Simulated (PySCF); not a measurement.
Core-level binding energies of `[H]/P=P\C=C`

C2H4P2.
Z-matrix (Å and degrees, GFN2-xTB geometry), rows numbered from 1:
```
C 
C   1  1.3289
P   2  1.8118  1  121.00
P   3  2.0354  2  104.50  1   179.82
H   1  1.0774  2  121.45  3     0.04
H   1  1.0785  2  122.00  3  -179.91
H   2  1.0855  1  120.23  3   179.93
H   4  1.4051  3   98.72  2    -0.01
```

Theory: PySCF 2.14.0, delta-SCF UKS SCAN, pcX-2 on the ionised atom, pcseg-1 elsewhere, spin-free X2C. Vertical ΔSCF values, vacuum level as zero.

Task: What binding energy does each computed site have?

Result: 
```json
{"atom(s)": "P3", "environment": "phosphorus bonded to C and P", "level": "P 1s", "binding energy (eV)": "2149.94", "2p1/2 (eV)": "–", "above the level's lowest (eV)": "+0.51", "count": "1"}
{"atom(s)": "P4", "environment": "phosphorus bonded to P and H", "level": "P 1s", "binding energy (eV)": "2149.43", "2p1/2 (eV)": "–", "above the level's lowest (eV)": "0.00", "count": "1"}
{"atom(s)": "C2", "environment": "alkene CH carbon", "level": "C 1s", "binding energy (eV)": "290.72", "2p1/2 (eV)": "–", "above the level's lowest (eV)": "+0.24", "count": "1"}
{"atom(s)": "C1", "environment": "terminal =CH2 carbon", "level": "C 1s", "binding energy (eV)": "290.48", "2p1/2 (eV)": "–", "above the level's lowest (eV)": "0.00", "count": "1"}
{"atom(s)": "P3", "environment": "phosphorus bonded to C and P", "level": "P 2p3/2", "binding energy (eV)": "136.42", "2p1/2 (eV)": "137.31", "above the level's lowest (eV)": "+0.45", "count": "1"}
{"atom(s)": "P4", "environment": "phosphorus bonded to P and H", "level": "P 2p3/2", "binding energy (eV)": "135.97", "2p1/2 (eV)": "136.86", "above the level's lowest (eV)": "0.00", "count": "1"}
```

The 2 C 1s values lie within 0.24 eV of each other; Gaussian lines of 0.5 eV full width would blend them into one maximum.

The listed P 1s values span 0.51 eV, from P4 (bonded to H and P (double bond)) to P3 (bonded to C and P (double bond)). Summing the Pauling electronegativity differences to the bonded atoms, each weighted by its formal bond order, gives +0.01 for the lowest site and +0.36 for the highest.

Lowest listed P 2p3/2: P4, bonded to H and P (double bond). Highest, 0.45 eV above it: P3, bonded to C and P (double bond). Summing the Pauling electronegativity differences to the bonded atoms, each weighted by its formal bond order, gives +0.01 for the lowest site and +0.36 for the highest.

Task: Express the binding energy of P 1s of P4 in atomic units and per mole.

Result: 2149.43 eV = 78.9901 Eh = 207388 kJ/mol.

Spin–orbit coupling isn't in the SCF: each 2p doublet comes from a relaxed spin-free hole plus a matrix of the shell (mean-field spin–orbit coupling and the ground-state 2p splitting), with 2p3/2 averaged over its two sublevels. 2p1/2 minus 2p3/2 (ligand field included): P 0.89 eV. One conformer (not necessarily the lowest) at the GFN2-xTB geometry, without solvent, vibrations or thermal averaging.
